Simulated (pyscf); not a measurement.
Single points on ωB97X-D3(BJ)/def2-SVP structures (PySCF, gas phase). MP2 and CC: frozen core, UHF for open shells. ΔMP2 is the change of the MP2 total energy from the triple- to the quadruple-zeta basis.

**Question.** H₂N–SiH(OH)–OH → O=SiH–OH + ammonia (NH₃)
Surface: singlet. Broken: H–O, N–Si. Formed: H–N. Give ΔE‡ and ΔE from CCSD(T)/def2-TZVPP + ΔMP2(QZVPP), relative to the reactant's lowest minimum found.

**Answer.** ΔE‡ = 40.5 kcal/mol, ΔE = +55.8 kcal/mol. Zero-point energy shifts the barrier by -1.2 kcal/mol. It is an elimination, with an imaginary mode of 1365i cm⁻¹. On the product side the descent ends in an adduct with a N–Si contact, 30.4 kcal/mol under the separated species and 12.5 kcal/mol under the saddle at ωB97X-D3(BJ)/def2-TZVP. At CCSD(T) the saddle lies under the separated products, which points to a path from their complex (located at ωB97X-D3(BJ) alone), and parting the products costs more than the saddle. What is counted as broken (N–Si) persists as a longer contact in the product adduct; parting that adduct is a step of its own. O=SiH–OH lies 9.8 kcal/mol over its isomer HO–Si:–OH [singlet] (electronic energy, ωB97M-D3(BJ)). One saddle was located; it need not be the lowest between these sides. The CCSD(T) − MP2 part came from Ansatz, without density fitting, on the same reference.
